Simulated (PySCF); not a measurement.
**Peak assignment**

Atoms are numbered as in `[CH3:1][CH:2]([CH3:3])[CH2:4][F:5]`; H(Xn) means a hydrogen on atom n.

Calculated, not measured (PySCF 2.14): PBE0-D3(BJ)/def2-TZVP structure, shieldings: GIAO B97-2/pcSseg-2. Fast rotation and ring inversion assumed for equivalent nuclei, one conformer, no solvent model, relativity neglected.

Scale: $^{13}$C (185.38 ppm) and $^{1}$H (31.64 ppm) vs TMS (reference shieldings calculated alike).

(1) Assign these signals to the numbered atoms. $^{13}$C{$^{1}$H} NMR (computed): δ 94.5 (CH2), 34.3 (CH), 20.3 (CH3).

(2) Assign these signals to the numbered atoms. $^{1}$H NMR (400 MHz, computed): δ 4.14 (m, 2H), 1.94 (m, 1H), 0.92 (d, 6H).

## Answers

(1) 
```tsv
δ (ppm)	atoms	environment	reason
94.5	C4	sp3 CH2 bonded to F	pulled downfield by the heteroatom
34.3	C2	sp3 CH	aliphatic region, no heteroatom directly attached
20.3	C1/C3	methyl carbon	saturated and bonded to C and H only
```

(2) 
| δ (ppm) | atoms | environment | reason |
| --- | --- | --- | --- |
| 4.14 | H(C4) | hydrogen on an sp3 CH2 bonded to F | its carbon carries F, which withdraws density |
| 1.94 | H(C2) | hydrogen on an sp3 CH | – |
| 0.92 | H(C1)/H(C3) | hydrogen on a methyl carbon | far from electronegative atoms and π systems |

Splittings by $^{19}$F in the carbon and heteronuclear signals aren't shown, as no couplings were computed. Shifts are as computed. Against solution values, carbons near 30 ppm lie about +3 ppm off and those near 130 ppm about +7 ppm. Of 1211 compounds with measured shifts, 218 miss one by over three times the rms of a fit or turn the order of signals round; such compounds aren't used in these exercises. No couplings were computed; multiplicities are counted from neighbouring protons, with m where these are inequivalent, close in shift, in a saturated or five-membered ring or joined by F or P, and br s for small geminal =CH2 splittings.
